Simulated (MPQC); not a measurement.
# One shape, several levels: AlHF2 (SMILES [F][AlH][F])

We compute a comparison of 6 runs (HF/STO-3G, HF/3-21G, HF/def2-SVP, B3LYP/6-31G*, PBE0/def2-SVP, MP2/6-311G**) of AlHF2. 

Program for the calculation: MPQC 2.3.1.

2 further runs of the same task are left out: 2 set aside as unsound or not needed.

## Step 1: The molecule

AlHF2: 4 atoms, total charge 0, spin state singlet. SMILES: `[F][AlH][F]`. Geometry: a GFN2-xTB relaxation, a rough one for these elements and not checked as a minimum.

Bond lengths: F1–Al2 1.642 Å, Al2–F3 1.642 Å, Al2–H4 1.488 Å. Angles: F1–Al2–F3 121.0°, F1–Al2–H4 119.4°, F3–Al2–H4 119.5°.

## Step 2: Energy and forces at HF/STO-3G (run 1)

mol.in

```
molecule<Molecule>: (
    symmetry = c1
    unit = bohr
    { atoms geometry } = {
        F  [ 0.00948643 -1.81152926 2.48287336 ]
        Al [ 0.04644947 0.03775673 -0.00916517 ]
        F  [ -2.28537808 0.01063916 -2.05672122 ]
        H  [ 2.22944219 1.76313337 -0.41698697 ]
    }
)
basis<GaussianBasisSet>: (
    name = "STO-3G"
    molecule = $:molecule
    basisdir = "."
    puream = yes
)
mpqc: (
    checkpoint = no
    savestate = no
    restart = no
    do_energy = yes
    do_gradient = yes
    optimize = no
    mole<CLHF>: (
        molecule = $:molecule
        basis = $:basis
        total_charge = 0
        memory = 1000000000
        print_evals = yes
        print_npa = yes
        maxiter = 120
        value_accuracy = 1e-08
        guess_wavefunction<CLHF>: (
            molecule = $:molecule
            total_charge = 0
            memory = 1000000000
            value_accuracy = 1e-3
            basis<GaussianBasisSet>: (
                name = "MINI (Huzinaga)"
                molecule = $:molecule
            )
        )
    )
)
```

The basis set STO-3G is read from a file made from the Basis Set Exchange's data (not shown).

Run with:

```
mpqc mol.in > mol.out
```

The log of the run:

```text
MPQC: Massively Parallel Quantum Chemistry
[...]
  LUMO is    17   A =   0.353496
  total scf energy = -435.7426914196
[...]
Value of the MolecularEnergy: -435.7426914196
  Gradient of the MolecularEnergy:
      1    0.0048590705
      2   -0.0148689282
      3    0.0246177425
      4    0.0045533118
      5    0.0037648354
      6   -0.0009669588
      7   -0.0187240799
      8    0.0038100361
      9   -0.0219697596
     10    0.0093116977
     11    0.0072940567
     12   -0.0016810242
[...]
      symmetry = c1
[...]
```

Wall time 0.2 s (1 thread of Arm Neoverse V1, shared host).

## Step 3: Energy and forces at HF/3-21G (run 2)

mol.in

```
% AlF2H
molecule<Molecule>: (
  symmetry = c1
  unit = angstrom
  { atoms geometry } = {
    F  [ 0.005020      -0.958620       1.313880 ]
    Al [ 0.024580       0.019980      -0.004850 ]
    F  [ -1.209370       0.005630      -1.088370 ]
    H  [ 1.179770       0.933010      -0.220660 ]
  }
)
basis<GaussianBasisSet>: (
  name = "3-21G"
  molecule = $:molecule
  basisdir = "."
  puream = yes
)
mpqc: (
  checkpoint = no
  savestate = no
  restart = no
  do_energy = yes
  do_gradient = yes
  optimize = no
  mole<CLHF>: (
    molecule = $:molecule
    basis = $:basis
    total_charge = 0
    memory = 1000000000
    print_evals = yes
    print_npa = yes
    maxiter = 120
    value_accuracy = 1e-08
    guess_wavefunction<CLHF>: (
      molecule = $:molecule
      total_charge = 0
      memory = 1000000000
      value_accuracy = 1e-3
      basis<GaussianBasisSet>: (
        name = "STO-3G"
        molecule = $:molecule
      )
    )
  )
)
```

The basis set 3-21G is read from a file made from the Basis Set Exchange's data (not shown).

Run with:

```
mpqc -o mol.out mol.in
```

The log of the run:

```text
MPQC: Massively Parallel Quantum Chemistry
[...]
  LUMO is    17   A =   0.070792
  total scf energy = -439.1134790055
[...]
Value of the MolecularEnergy: -439.1134790055
  Gradient of the MolecularEnergy:
      1    0.0067382531
      2    0.0022369255
      3    0.0029406387
      4    0.0122324499
      5    0.0097885576
      6   -0.0023761200
      7    0.0028346346
      8    0.0052772909
      9   -0.0047004397
     10   -0.0218053376
     11   -0.0173027740
     12    0.0041359209
[...]
      symmetry = c1
[...]
```

Wall time 0.38 s (1 thread of Arm Neoverse V1, shared host).

## Step 4: Energy and forces at HF/def2-SVP (run 3)

run.in

```
% AlF2H
molecule<Molecule>: (
    symmetry = c1
    unit = bohr
    { atoms geometry } = {
        F  [ 0.00948643 -1.81152926 2.48287336 ]
        Al [ 0.04644947 0.03775673 -0.00916517 ]
        F  [ -2.28537808 0.01063916 -2.05672122 ]
        H  [ 2.22944219 1.76313337 -0.41698697 ]
    }
)
basis<GaussianBasisSet>: (
    name = "def2-SVP"
    molecule = $:molecule
    basisdir = "."
    puream = yes
)
mpqc: (
    checkpoint = no
    savestate = no
    restart = no
    do_energy = yes
    do_gradient = yes
    optimize = no
    mole<CLHF>: (
        molecule = $:molecule
        basis = $:basis
        total_charge = 0
        memory = 1000000000
        print_evals = yes
        print_npa = yes
        maxiter = 120
        value_accuracy = 1e-08
        guess_wavefunction<CLHF>: (
            molecule = $:molecule
            total_charge = 0
            memory = 1000000000
            value_accuracy = 1e-3
            basis<GaussianBasisSet>: (
                name = "STO-3G"
                molecule = $:molecule
            )
        )
    )
)
```

The basis set def2-SVP is read from a file made from the Basis Set Exchange's data (not shown).

Run with:

```
mpqc -o run.out run.in
```

The log of the run:

```text
MPQC: Massively Parallel Quantum Chemistry
[...]
  LUMO is    17   A =   0.074069
  total scf energy = -441.2812270411
[...]
Value of the MolecularEnergy: -441.2812270411
  Gradient of the MolecularEnergy:
      1    0.0034401763
      2    0.0010856615
      3    0.0015649150
      4    0.0130312033
      5    0.0104083202
      6   -0.0025040967
      7    0.0013849134
      8    0.0026749346
      9   -0.0024424377
     10   -0.0178562931
     11   -0.0141689162
     12    0.0033816194
[...]
      symmetry = c1
[...]
```

It took 1.6 s on 1 thread of Arm Neoverse V1, shared host.

Runs 4 to 5 aren't shown in full; the table further down has their settings and results.

## Step 5: Energy and gradient at MP2/6-311G(d,p) (run 6)

run.in

```
% AlF2H
molecule<Molecule>: (
  symmetry = c1
  unit = angstrom
  { atoms geometry } = {
    F  [ 0.005020 -0.958620 1.313880 ]
    Al [ 0.024580 0.019980 -0.004850 ]
    F  [ -1.209370 0.005630 -1.088370 ]
    H  [ 1.179770 0.933010 -0.220660 ]
  }
)
basis<GaussianBasisSet>: (
  name = "6-311G**"
  molecule = $:molecule
  basisdir = "."
  puream = yes
)
mpqc: (
  checkpoint = no
  savestate = no
  restart = no
  do_energy = yes
  do_gradient = yes
  optimize = no
  mole<MBPT2>: (
    molecule = $:molecule
    basis = $:basis
    memory = 1000000000
    method = mp
    nfzc = 7
    reference<CLHF>: (
      molecule = $:molecule
      basis = $:basis
      total_charge = 0
      memory = 1000000000
      print_evals = yes
      maxiter = 120
      value_accuracy = 1e-08
      guess_wavefunction<CLHF>: (
        molecule = $:molecule
        total_charge = 0
        memory = 1000000000
        value_accuracy = 1e-3
        basis<GaussianBasisSet>: (
          name = "STO-3G"
          molecule = $:molecule
        )
      )
    )
  )
)
```

The basis set 6-311G** is read from a file made from the Basis Set Exchange's data (not shown).

Run with:

```
mpqc run.in > run.out
```

The log of the run:

```text
MPQC: Massively Parallel Quantum Chemistry
[...]
  LUMO is    17   A =   0.052369
  total scf energy = -441.5780621815
[...]
  MP2 correlation energy [au]:         -0.477183864079
  MP2 energy [au]:                   -442.055246045563
[...]
Value of the MolecularEnergy: -442.0552460456
  Gradient of the MolecularEnergy:
      1    0.0027699745
      2    0.0076126434
      3   -0.0079447024
      4    0.0040144157
      5    0.0032632399
      6   -0.0008116163
      7    0.0096174669
      8    0.0021394646
      9    0.0056500642
     10   -0.0164018572
     11   -0.0130153479
     12    0.0031062544
[...]
        symmetry = c1
[...]
```

Wall time 15 s (1 thread of Arm Neoverse V1, shared host); peak memory 0.42 GiB.

## Step 6: The series

```csv
run,level,starting guess,integration grid,energy (Eh),HOMO energy (eV),LUMO energy (eV),HOMO–LUMO gap (eV),wall time
1,HF/STO-3G,MINI (Huzinaga),–,-435.742691,-9.48,9.62,19.10,0.2 s
2,HF/3-21G,STO-3G,–,-439.113479,-13.64,1.93,15.57,0.38 s
3,HF/def2-SVP,STO-3G,–,-441.281227,-13.84,2.02,15.86,1.6 s
4,B3LYP/6-31G* (spherical functions),MINI (Huzinaga),xfine,-442.847516,-9.76,-0.84,8.92,14 s
5,PBE0/def2-SVP,STO-2G,xfine,-442.306724,-10.10,-0.63,9.46,13 s
6,MP2/6-311G**,STO-3G,–,-442.055246,-13.89,1.43,15.31,15 s
```

## Step 7: Outcome

```
                                          quantity          value
                               run 6: total energy  -442.05525 Eh
        run 6: HOMO energy (Hartree–Fock orbitals)      -13.89 eV
        run 6: LUMO energy (Hartree–Fock orbitals)        1.43 eV
      run 6: HOMO–LUMO gap (Hartree–Fock orbitals)       15.31 eV
run 6: correlation energy (7 core orbitals frozen)     -477.2 mEh
                   run 6: largest force on an atom     1.088 eV/Å
```

What this shows: Over runs 1, 2, 3, 4, 5 the HOMO–LUMO gap runs from 8.92 eV (B3LYP/6-31G*) to 19.10 eV (HF/STO-3G). The two ends differ in method and basis. Totals of different functionals can't be ranked against each other. In run 1 the basis is minimal, so the values are rough. All runs together took 44 s, the longest 15 s.
